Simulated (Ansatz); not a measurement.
**AlH₂OSi radical: single points off equilibrium**

One table from this session's results is given with a row withheld; the runs are named, their logs left out.

The runs use Ansatz 0.2.0, Gaussian basis; single points in def2-TZVPP.

Cores are frozen in the correlated methods. Orbitals are unrestricted. B3LYP uses VWN-RPA correlation.

## Where the work starts

SMILES `[O]1[Al][SiH2]1`, 5 atoms, charge 0, spin multiplicity 2.

Atoms are counted from 1 here; the program's logs count them from 0.

Bond lengths: O1–Al2 1.841 Å, O1–Si3 1.837 Å, Al2–Si3 2.508 Å, Si3–H4 1.213 Å, Si3–H5 1.361 Å. Angles: Al2–O1–Si3 86.0°, O1–Al2–Si3 46.9°, O1–Si3–Al2 47.1°, O1–Si3–H4 94.7°, O1–Si3–H5 91.4°, Al2–Si3–H4 121.4°, Al2–Si3–H5 112.7°, H4–Si3–H5 109.9°.

Coordinates:

```xyz
5

O    -0.2765   -0.0311    1.1285
Al    1.4017   -0.7735    1.2716
Si    0.0397    0.0161   -0.6801
H    -1.0076   -0.5187   -0.9777
H    -0.1083    1.3687   -0.7055
```

Set-up of the first run:

Input file run/in.yaml:

```yaml
crystal:
  periodic: [false, false, false]
  atoms:
    - {symbol: O, position_ang: [-0.276500, -0.031100, 1.128500]}
    - {symbol: Al, position_ang: [1.401700, -0.773500, 1.271600]}
    - {symbol: Si, position_ang: [0.039700, 0.016100, -0.680100]}
    - {symbol: H, position_ang: [-1.007600, -0.518700, -0.977700]}
    - {symbol: H, position_ang: [-0.108300, 1.368700, -0.705500]}
basis:
  gaussian: {orbitals: def2-TZVPP}
magnetization: {spin_polarized: true, initial_magnetization: 1}
correlation: {method: ccsd_t}
scf: {omitted_lower_state_checks: [cluster_reference]}
output: {forces: true}
```

No record of the launch command was kept for these runs.

Among the steps run: CCSD(T)/def2-TZVPP; PBE0-D4/def2-TZVPP; wB97M-V/def2-TZVPP; r2SCAN-D4/def2-TZVPP; PBE-D4/def2-TZVPP; B3LYP-D4/def2-TZVPP; HSE06-D4/def2-TZVPP.

One of the session's tables, all rows but one given; the rest of the session is left out.

```
   method  RMS force component (eV/Å)  angle to CCSD(T) forces (°)  dipole (D)
  CCSD(T)                       3.470                    reference        1.90
  PBE0-D4                           ?                            ?           ?
  wB97M-V                       3.466                          1.7        2.18
r2SCAN-D4                       3.512                          2.8        1.82
   PBE-D4                       3.469                          4.8        1.77
 B3LYP-D4                       3.445                          0.9        2.07
 HSE06-D4                       3.548                          2.3        1.94
```

**Question.** Estimate the row for PBE0-D4.

**Answer.** RMS force component (eV/Å): 3.547; angle to CCSD(T) forces (°): 2.3; dipole (D): 1.94. In the column «RMS force component (eV/Å)» it lies between r2SCAN-D4 (3.512) and HSE06-D4 (3.548).

To keep in mind: The unrestricted reference is spin-contaminated, which hurts MP2 most.
